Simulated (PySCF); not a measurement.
**iminomethyl cation: gas-phase deprotonation enthalpies at several levels**

Structure: `C#[NH+]` ([CH2N]+). Numbering: `[CH:1]#[NH+:2]`

All levels share the PBE0-D3(BJ)/ma-def2-SVP structures and the PBE0-D3(BJ)/ma-def2-SVP thermal terms; only the single-point energies (PySCF) change. Values are gas-phase deprotonation enthalpies (298 K, kJ/mol).

| level | N2 | C1 | mean abs. error | time |
| --- | --- | --- | --- | --- |
| M06-2X/ma-def2-TZVP | 704 | 758 | 10.4 | – |
| MP2/jun-cc-pV(T+d)Z | 704 | 777 | 5.0 | 2.6 s |
| CCSD(T)/jun-cc-pV(T+d)Z | 711 | 772 | 0.9 | 32 s |
| HF/jun-cc-pV(T+d)Z | 727 | 768 | 10.7 | 0.57 s |
| ATcT 1.112 | 710 | 773 |  |  |

Times are wall times for all single points of a level on 1 thread of Arm Neoverse V2, a shared host; the dash marks the run that also made the structures.

Hartree-Fock leaves out electron correlation, so its deprotonation energies can be off by tens of kJ/mol.

The widest spread is that of N2: 23 kJ/mol, from 704 to 727.
